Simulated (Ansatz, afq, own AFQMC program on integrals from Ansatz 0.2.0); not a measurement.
Where AFQMC and coupled cluster stand for AlSiH4, doublet

```yaml
atoms:
  - { symbol: Si, position_ang: [0.0000, 0.0493, 1.1585] }
  - { symbol: Al, position_ang: [0.0000, -0.1012, -1.3138] }
  - { symbol: H, position_ang: [0.0000, 1.4304, 1.7233] }
  - { symbol: H, position_ang: [1.1989, -0.6588, 1.6941] }
  - { symbol: H, position_ang: [-1.1989, -0.6588, 1.6941] }
  - { symbol: H, position_ang: [0.0000, 1.2225, -2.2207] }
```

Connectivity, by distances: SiH3–AlH.

Basis 6-31G. Only valence electrons are correlated. Integrals, coupled cluster, full CI and functionals: Ansatz 0.2.0; the random walks run on the same integrals in our own AFQMC program. The CISD trial takes its coefficients from CCSD amplitudes. Released means that phaseless walkers are propagated on without the constraint, phases kept. Free AFQMC starts from the CCSD state and is never constrained. Its projection time is finite, and what remains of the start isn't in its error. Uncertainties: one standard error, sampling alone.

Determinant: UHF, the one that the program's search chose, which needn't be the lowest solution. The geometry is a point of a scan.

No full CI on the walks' own integrals is used here; CCSDT(Q) serves as the reference and is uncertain by about the last step of the cluster series.

Cautions: the ph-AFQMC/HF walk drifts between its halves (2.8 errors).

* T1 diagnostic: 0.0120
* weight of the determinant in the CISD state: 0.910
* ⟨S²⟩ of the determinant: 0.752
* size of the correlated space: 11 electrons in 24 orbitals

Reference: CCSDT(Q), correlation energy -3.110 eV. The released energy is read at 2.40 1/Eh (meV from the phaseless value at times in 1/Eh: -1 ± 4 at 0.24, -3 ± 4 at 0.51, -8 ± 3 at 0.99, -6 ± 3 at 1.62, -7 ± 4 at 2.40).

```tsv
level	E − E(reference) (kJ/mol)	share of correlation (%)
HF	300.1	0.00
MP2	87.6	70.79
CCSD	6.5	97.85
CCSD(T)	1.9	99.38
CCSDT	0.2	99.94
ph-AFQMC/HF	-2.2 ± 2.9	100.73
ph-AFQMC/CISD	1.0 ± 0.4	99.67
released AFQMC	0.3 ± 0.4	99.89
free AFQMC	-0.1 ± 0.3	100.03
```

Free projections are given only where their last times agree within the noise and don't stop above the reference; a slow remainder of the start can still hide under it. A walk keeps the symmetry of its determinant, which the program's search chose and which needn't be the lowest solution, so a lower state of the same spin and another symmetry isn't excluded. Released energies are given only where the last usable release times agree within the noise; a slower fall can still hide under it.
